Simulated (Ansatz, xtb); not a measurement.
A geometry optimisation of H6PSi2+ with r2SCAN-D4/def2-SVP

The starting geometry of this gas-phase singlet has its atoms placed at random.

```yaml
atoms:
  - { symbol: P, position_ang: [-1.2145, -1.2129, -0.1816] }
  - { symbol: Si, position_ang: [-0.1746, 0.2237, 0.8718] }
  - { symbol: Si, position_ang: [1.3417, 0.3000, -1.8986] }
  - { symbol: H, position_ang: [0.2665, -1.9288, 0.1573] }
  - { symbol: H, position_ang: [0.8801, -1.1893, -1.1165] }
  - { symbol: H, position_ang: [0.4417, -0.7612, -2.1248] }
  - { symbol: H, position_ang: [-0.9562, 1.5714, -0.2264] }
  - { symbol: H, position_ang: [0.4819, -0.0812, -0.4415] }
  - { symbol: H, position_ang: [-0.8322, -0.7855, 0.9687] }
```

**Question.** One run relaxed it with r2SCAN-D4/def2-SVP. What is a likely outcome?

**Answer.** It ends as a structure with H8 bridging Si3 and Si2, given below by its coordinates. Distances that change by over a tenth: P1–H4 (1.68 → 1.41 Å), Si2–H9 (1.21 → 1.48 Å), Si3–H5 (1.74 → 1.53 Å). Contacts that open: P1–H9 (1.29 → 3.14 Å), Si3–H6 (1.41 → 3.32 Å). Contacts that close: P1–Si3 (3.43 → 2.35 Å), P1–H6 (2.59 → 1.41 Å), Si2–H7 (1.91 → 1.48 Å).

The energy falls by 11.97 eV over 30 steps:

| step | E − E(last) (eV) |
| --- | --- |
| 1 | 11.972 |
| 4 | 4.905 |
| 7 | 3.211 |
| 11 | 1.611 |
| 14 | 0.910 |
| 17 | 0.716 |
| 20 | 0.497 |
| 24 | 0.020 |
| 27 | 0.001 |
| 30 | 0.000 |

Final geometry (Å):

```yaml
atoms:
  - { symbol: P, position_ang: [-0.4176, -1.2220, -1.2994] }
  - { symbol: Si, position_ang: [-0.4073, 0.2823, 0.3654] }
  - { symbol: Si, position_ang: [1.7038, -0.2074, -1.4159] }
  - { symbol: H, position_ang: [-0.6311, -2.5274, -0.8028] }
  - { symbol: H, position_ang: [1.9957, -1.1689, -0.2643] }
  - { symbol: H, position_ang: [-1.4153, -0.9658, -2.2656] }
  - { symbol: H, position_ang: [-1.3237, 1.4204, 0.1368] }
  - { symbol: H, position_ang: [0.9901, 0.8546, -0.1486] }
  - { symbol: H, position_ang: [-0.2601, -0.3299, 1.7027] }
```

From the same start GFN2-xTB ends elsewhere, at `[SiH2+][SiH2]P`.

From so rough a start the end depends on the optimiser's path, so another program may land elsewhere. The end wasn't checked by frequencies. Run with Ansatz 0.2.0, 2.5 min on 1 thread of Intel(R) Xeon(R) Processor @ 2.50GHz (Skylake/Cascade Lake), with other jobs on the host.
